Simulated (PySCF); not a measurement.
Species: ethylene carbonate, C₃H₄O₃.
Cartesian coordinates in Å at the PBE0-D3(BJ)/def2-SVP level; atoms count from 1:
```
atom  x, y, z in Å
O1     2.6077   -0.4092   -0.4853
C2     1.4559   -0.2292   -0.2744
O3     0.5921   -1.1662    0.1698
C4    -0.7271   -0.6575    0.1437
C5    -0.4997    0.8505    0.0852
O6     0.8091    0.9442   -0.4417
H7    -1.2644   -0.9879    1.0426
H8    -1.2488   -1.0420   -0.7484
H9    -1.1993    1.3795   -0.5753
H10   -0.5256    1.3179    1.0838
```

Level of theory: TDDFT CAM-B3LYP/def2-SVPD, vertical, gas phase, core orbitals frozen in the response in PySCF 2.14.0, density-fitted response routines.

Transition dipole moments from the ground state, in atomic units and in the frame of the coordinates above (overall signs are arbitrary), for the states with f of 0.002 or more among the lowest 9:

| state | E (eV) | μx | μy | μz |
| --- | --- | --- | --- | --- |
| S3 | 8.185 | 0.053 | 0.194 | 0.095 |
| S4 | 8.458 | 0.021 | -0.132 | 0.247 |
| S5 | 8.697 | -0.124 | 0.058 | 0.026 |
| S6 | 8.778 | -0.091 | -0.472 | -0.034 |
| S7 | 9.047 | -1.089 | 0.165 | 0.216 |
| S8 | 9.111 | 0.092 | -0.096 | 0.245 |
| S9 | 9.380 | 0.103 | 0.293 | 0.263 |

(1) What oscillator strength does each state have?

(2) Which bond between heavy atoms lies closest to the direction of the S7 transition dipole?

(3) What angle do the transition dipoles of S7 and S8 make?

(4) What peak molar absorption coefficient would the strongest computed level give as a lone Gaussian band 0.4 eV wide at half height?

Results:

(1) f = (2/3) ΔE |μ|² with ΔE in hartree (27.2114 eV).

```tsv
state	|μ|² (au)	|μ| (D)	f
S3	0.049	0.57	0.010
S4	0.079	0.71	0.016
S5	0.019	0.35	0.004
S6	0.233	1.23	0.050
S7	1.259	2.85	0.279
S8	0.078	0.71	0.017
S9	0.166	1.04	0.038
```

(2) O1–C2, at 1° from it; next C5–O6 at 16°.

(3) |cos θ| = |μa·μb| / (|μa| |μb|) = 0.20, so θ ≈ 78° (taken between 0 and 90°, since the signs are arbitrary).

(4) ε(max) = 2.175×10⁸ f / FWHM, with the width in cm⁻¹. S7: 2.175×10⁸ × 0.2791 / 3226 ≈ 19000 L mol⁻¹ cm⁻¹.

All these states lie below the vertical ionisation energy of 11.39 eV (ΔSCF).

One conformer stands for the species.
